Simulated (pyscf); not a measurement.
`[Cl][Ga]` [singlet] + `[FH]` → `[F][GaH][Cl]`, gas phase, singlet surface. Optimised with ωB97X-D3(BJ)/def2-SVP in PySCF. MP2 and CC: frozen core, UHF for open shells. ΔMP2 is the change of the MP2 total energy from the triple- to the quadruple-zeta basis. ΔG in kcal/mol from CCSD(T)/def2-TZVPP + ΔMP2(QZVPP) energies (ideal gas, 1 atm, RRHO with modes under 100 cm⁻¹ raised to 100, one conformer, R ln 2 for chiral ones without a mode under 150 cm⁻¹).

```csv
T (K),ΔG
298,-10.9
600,?
900,+6.2
1200,+14.4
```

Task: Fit a line to the three values, predict ΔG at 600 K, and estimate where the reaction turns unfavourable at 1 atm of each gas.

Result: Least squares gives ΔG = -19.2 + 28.1 × T/1000 K, so ΔS is about -118 J/(mol K) and ΔH about -19.2 kcal/mol over this range (ΔH at 298 K: -19.4). At 600 K the line gives -2.3; the computed value is -2.3. ΔG = 0 falls near 680 K; 1 kcal/mol in the energy moves that by 36 K. This is thermodynamics alone and says nothing of the barrier. The CCSD(T) − MP2 part came from Ansatz, without density fitting, on the same reference. The frozen core leaves the outer d or s,p core shells of the metals and heavy elements correlated in the MP2 and CC values, and def2-TZVPP describes them poorly, which can shift differences by a few kcal/mol. Elements up to Kr have no core potential and no relativistic terms here.
